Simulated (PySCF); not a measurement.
**Shieldings and the share of exact exchange**

Molecule: `C=CC(Cl)Cl`, C3H4Cl2.

Mapped SMILES: `[CH2:1]=[CH:2][CH:3]([Cl:4])[Cl:5]`. Each H is labelled by its parent atom. Ha(C1) is cis to C3; Hb(C1) is trans to C3.

GIAO shieldings (ppm, equivalent atoms averaged) in PySCF 2.14 on the PBE0-D3(BJ)/def2-SVP geometry, basis pcSseg-2, gas phase, non-relativistic:

```tsv
functional	exact exchange (%)	σ(C3)	σ(Cl4/Cl5)
BLYP	0	80.5	581.1
BP86	0	86.4	600.9
PBE	0	86.8	604.1
PBE0	25	97.1	643.2
mPW1PW91	25	96.2	641.7
BHandHLYP	50	100.7	654.6
HF	100	118.1	718.4
```

Question: Fit each shielding as a line in the percentage of exact exchange.

Answer: σ(C3) = 85.7 + 0.33 x (rms 2.6 ppm); σ(Cl4/Cl5) = 600.3 + 1.21 x (rms 10.1 ppm). The functionals also differ in their semilocal parts, which the line can't hold; Hartree–Fock has no correlation at all.

Question: What does the line predict for B3LYP (20 %), and what does the run give?

Answer: σ(C3): 92.3 predicted, 89.3 computed; σ(Cl4/Cl5): 624.5 predicted, 613.8 computed ppm.
